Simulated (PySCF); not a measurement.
C4H9P.
Bonds: C1–C2 (double), C2–P3, P3–C4, P3–C5. Hydrogens: H6, H7 on C1; H8 on C2; H9, H10, H11 on C4; H12, H13, H14 on C5.

Method: PySCF 2.14.0, PBE0-D3(BJ)/def2-SVP geometry optimisation, gas phase; density fitting, grid level 1; the optimiser is geomeTRIC in internal coordinates, started from a GFN2-xTB structure with every atom displaced at random (about 0.01 Å).

Geometry at step 1:
```
atom  x, y, z in Å
C1      2.1298   -0.5242   -0.0762
C2      1.0114   -0.9204    0.5320
P3     -0.4260    0.1008    0.9895
C4     -0.2467    1.5308   -0.1631
C5     -1.7425   -0.8433    0.0927
H6      2.9601   -1.2341   -0.2652
H7      2.2977    0.5035   -0.4050
H8      0.9195   -1.9763    0.8403
H9      0.5702    2.1971    0.1682
H10    -1.1713    2.1211   -0.1451
H11    -0.0481    1.1857   -1.1959
H12    -1.4741   -1.0377   -0.9625
H13    -1.9075   -1.8088    0.6015
H14    -2.6842   -0.2803    0.1304
```

Task: What forces act on the atoms?

Result: 
| atom | Fx (eV/Å) | Fy (eV/Å) | Fz (eV/Å) |
| --- | --- | --- | --- |
| C1 | 0.599 | -0.357 | -0.121 |
| C2 | -0.293 | -0.201 | 0.033 |
| P3 | -0.016 | 0.051 | 0.048 |
| C4 | 0.288 | -0.038 | -0.100 |
| C5 | 0.117 | -0.238 | -0.087 |
| H6 | -0.351 | 0.301 | 0.097 |
| H7 | -0.038 | 0.086 | -0.028 |
| H8 | 0.045 | 0.183 | -0.007 |
| H9 | -0.090 | -0.130 | -0.061 |
| H10 | -0.110 | 0.028 | -0.003 |
| H11 | -0.019 | 0.141 | 0.132 |
| H12 | -0.059 | 0.041 | 0.137 |
| H13 | 0.000 | 0.086 | -0.061 |
| H14 | -0.072 | 0.049 | 0.021 |

The largest, 0.71 eV/Å, acts on C1; the rms over all components is 0.169 eV/Å. The forces sum to zero within rounding, as they must for an isolated molecule in no field.

Task: Give the force on C1 in Eh/bohr and in nN.

Result: 0.708 eV/Å ÷ 51.422 = 0.01376 Eh/bohr, and 0.708 eV/Å × 1.602 = 1.13 nN.

Task: How far is this geometry from the end of the optimisation?

Result: 0.013 eV above it, and 0.056 Å rms away after alignment. The bonds farthest from their final lengths, with half the difference of the two atoms' forces along the bond (positive lengthens):

```
  bond  now (Å)  final (Å)  force along bond (eV/Å)
 C1–H6    1.109      1.094                    -0.58
 C2–H8    1.104      1.099                    -0.20
C4–H11    1.107      1.102                    -0.16
 C4–H9    1.105      1.100                    -0.16
C5–H12    1.106      1.101                    -0.15
 C1=C2    1.333      1.337                    +0.39
```

The angle farthest from its final value is P3–C4–H11, 111.0° against 112.6°.

What follows is the cost of the whole optimisation. Hardware: an Arm Neoverse V2 with one thread, shared host. Cost: 36 s, 0.50 GiB resident at most.
